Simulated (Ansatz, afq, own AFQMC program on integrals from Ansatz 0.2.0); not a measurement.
Two steps: Ansatz 0.2.0 writes the Fock matrix and Cholesky factors of the valence space, and afq projects on them the lowest state that overlaps trial and start.

```yaml
crystal:
  periodic: [false, false, false]
  atoms:
    - {symbol: Zr, position_ang: [0.000000, 0.000000, 0.000000]}
    - {symbol: Si, position_ang: [0.000000, 0.000000, 2.521600]}
basis:
  gaussian: {orbitals: def2-TZVP}
total_charge: 1
magnetization: {spin_polarized: true, initial_magnetization: 5}
correlation: {method: ccsd_t, electrons: outside_noble_gas, hamiltonian_folder: ham}
```

```sh
$ ansatz run in.yaml --threads 1 --pin off --events-out ev --progress --plain --max-ram 24576MiB --backend cuda --devices 0, --max-vram 18GiB
```

Options of the walk:

```
--method free --trial cisd --walkers 3800 --time-step 0.03 --max-blocks 4000 --target-error 0.00032 --factor-cut 1e-05 --seed 7328 --times 0,0.3,0.6,1.2,1.8,2.4,3.6,4.8,6 --taylor-order 8
```

Times are imaginary, in 1/Eh. The walk had a cap of 123 s. Core potentials past Kr, no spin–orbit coupling.

Log:

```
orbitals 68  electrons 6 1  factors 515 of 584
reference energy -335.14834307 Eh
CCSD correlation -0.11751445 Eh in 13 cycles, weight of the determinant in the CISD state 0.8836
repeat  energy at the last time / Eh  error
    10  -335.274747  0.000137
    20  -335.274691  0.000108
    30  -335.274833  0.000097
time / (1/Eh)  energy / Eh  error  mean overlap
  0.00  -335.265851  0.000009  1.1317
  0.30  -335.269316  0.000014  1.1328
  0.60  -335.271141  0.000025  1.1344
  1.20  -335.272869  0.000027  1.1386
  1.80  -335.273735  0.000025  1.1392
  2.40  -335.274147  0.000031  1.1409
  3.60  -335.274606  0.000054  1.1438
  4.80  -335.274747  0.000070  1.1490
  6.00  -335.274821  0.000095  1.1572
energy -335.274821 +/- 0.000095 Eh
```

The run passed its tests (error under three times the target), which doesn't prove that it has relaxed.

Against this walk (error 2.6 meV) on the same determinant: CCSD(T) 54.1 meV higher, CCSDT(Q) 2.2 meV lower (within the noise). The error is statistical, and a free projection of finite length keeps a remainder of its start. The last points still move (meV from the last: 29.5 ± 0.7 at 1.80, 18.3 ± 0.8 at 2.40, 5.8 ± 1.5 at 3.60, 2.0 ± 1.9 at 4.80, 0 ± 3 at 6.00), but the last one has reached CCSDT(Q) within the noise or passed it, so little can be left to fall.

Cautions: remainder of the start not in the error; no spin-orbit coupling; outer-core shells of the metal frozen.

The walk took 90 s on 1 × NVIDIA H100 80GB HBM3 with 2 threads of AMD EPYC 7R13 Processor (Zen 3), on a shared host (the card was shared). The log's last line is the free-projection energy.

CCSDT and higher add their correlation energy to the determinant of the CCSD(T) run, since their own runs factorise the integrals more tightly (a shift of under 2 meV). A walk keeps the symmetry of its determinant, which the program's search chose and which needn't be the lowest solution, so a lower state of the same spin and another symmetry isn't excluded.
